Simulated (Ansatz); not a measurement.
**GeW2: from a trial structure to a relaxed crystal**

All numbers below come from DFT PBE, scalar-relativistic, plane waves, PAW (Ansatz). Cutoff 420 eV, Γ-centred k mesh, Gaussian smearing, no spin polarisation in the final step.

GeW2 was placed on the CaC2 structure type (I4/mmm, No. 139), with Ge in place of Ca, W in place of C, at a guessed volume.

```
CELL_PARAMETERS angstrom
-1.99915 1.99915 3.27882
1.99915 -1.99915 3.27882
1.99915 1.99915 -3.27882
ATOMIC_POSITIONS crystal
Ge 0.00000 0.00000 0.00000
W 0.59300 0.59300 0.00000
W 0.40700 0.40700 0.00000
```

Cell and atoms relax at zero pressure; the relaxation can't lower the symmetry of the start. After a coarse first stage the cell is made exact in the group found at 0.06 Å.

Formation energies are uncorrected and refer to the elements' standard structures at the same level.

Question: Describe the relaxed structure.

Answer: It keeps I4/mmm (No. 139), but not the shape of the type it started on. The result has the MoSi2 (C11b) structure. Conventional cell: a = 3.265 Å, c = 8.788 Å. Ge has 8 W at 2.74 Å, 2 W at 2.93 Å and 4 Ge at 3.26 Å; W has 4 W at 2.73 Å, 4 Ge at 2.74 Å, 1 Ge at 2.93 Å, 1 W at 2.94 Å and 4 W at 3.26 Å.

```xyz
3
Lattice="-1.6323 1.6323 4.3942 1.6323 -1.6323 4.3942 1.6323 1.6323 -4.3942" Properties=species:S:1:pos:R:3 pbc="T T T"
Ge    0.0000    0.0000    0.0000
W     0.0000    0.0000    5.8629
W     0.0000    0.0000    2.9254
```

Question: What are its volume, energy, density and gap?

Answer: The volume per atom is 15.61 Å³ and the density is 15.61 g/cm³. The energy over the elements is 0.29 eV/atom. The gap on the 20×20×20 mesh is 0 eV (a metal).

The final run used a 20×20×20 mesh on its 3-atom cell and 0.10 eV smearing. The k mesh leaves about 4 meV/atom of noise in metals. Spin–orbit coupling is left out. A structure relaxed within its symmetry needn't be a true minimum.

Cost: 3 runs of about 7.5 core-minutes in all, on Intel Xeon Platinum 8259CL (Skylake/Cascade Lake) (shared hosts).